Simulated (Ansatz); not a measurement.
SiNH4 (SMILES N[SiH2]): the energy, rung by rung

SiNH4 has 6 atoms, charge 0, and is taken as a doublet. As SMILES, `N[SiH2]`. Geometry: relaxed at PBE0-D4/def2-TZVP. This is one conformer, not always the lowest.

```xyz
6

N    -0.0623   -0.8635    0.0209
Si    0.3074    0.8153    0.1616
H     0.5650   -1.4759   -0.4764
H    -0.5036   -1.3465    0.7876
H     0.6574    1.3078   -1.2041
H    -0.9216    1.4989    0.6643
```

Quantity: the energy change with the N1–Si2 bond stretched from 1.725 to 2.587 Å, in eV. The values are calculated.

```csv
level,kind,program,value (eV),less FCI/STO-3G,CPU time (all runs)
USVWN5/STO-3G,LDA,Ansatz,3.70,+0.33,1.9 s
U-r2SCAN/STO-3G,meta-GGA,Ansatz,3.50,+0.13,8.1 s
UB3LYP/STO-3G,global hybrid,Ansatz,3.44,+0.07,3.3 s
UBHLYP/STO-3G,global hybrid,Ansatz,3.64,+0.27,3.3 s
UPBE0/STO-3G,global hybrid,Ansatz,3.65,+0.28,3.4 s
U-wB97M-V/STO-3G,range-separated hybrid,Ansatz,3.76,+0.39,42 s
RPA@PBE/STO-3G,RPA,Ansatz,3.13,-0.24,3.9 s
FCI/STO-3G,exact in the basis,Ansatz,3.37,0.00,12 s
```

FCI/STO-3G is exact within its basis and frozen core, so for wave-function methods in that basis the difference is their error; functionals converge differently with the basis, so for them it is only a difference. The first shape isn't each level's own minimum. The values span 3.13 to 3.76 eV. Spin contamination of the reference (⟨S²⟩ at least 0.1 too high) touches UBHLYP/STO-3G. All rows use very small basis sets, so none should be taken for the real molecule's value. Times are those of the runs behind each value, whatever else they computed, on shared processors of several kinds: orders of magnitude only.
